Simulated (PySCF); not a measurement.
## NH4: breathing scan

These are results of UPBE0 in PySCF with N def2-TZVP, H def2-TZVP; no relativity; density-fitted integrals, not measurements.

Rigid scan from the doublet minimum (N–H 1.053 Å (×4); H–N–H 109.5° (×6)). Coordinate: all bonds to the central atom scaled together. Energies in kJ/mol from the minimum.

Predict the curve at 0.88, 0.92, 0.96, 1.00, 1.04, 1.08, 1.14, 1.22, 1.35.


| scale of all bonds to the centre | E (kJ/mol) | ⟨S²⟩ |
| --- | --- | --- |
| 0.88 | 129.9 | 0.75 |
| 0.92 | 51.9 | 0.75 |
| 0.96 | 11.7 | 0.75 |
| 1.00 | 0.0 | 0.75 |
| 1.04 | 9.6 | 0.75 |
| 1.08 | 35.0 | 0.75 |
| 1.14 | 93.6 | 0.75 |
| 1.22 | 195.8 | 0.76 |
| 1.35 | 389.2 | 0.77 |

The scan took 15 s on 2 threads of a shared Arm Neoverse N1 host; the process peaked at 0.82 GiB.
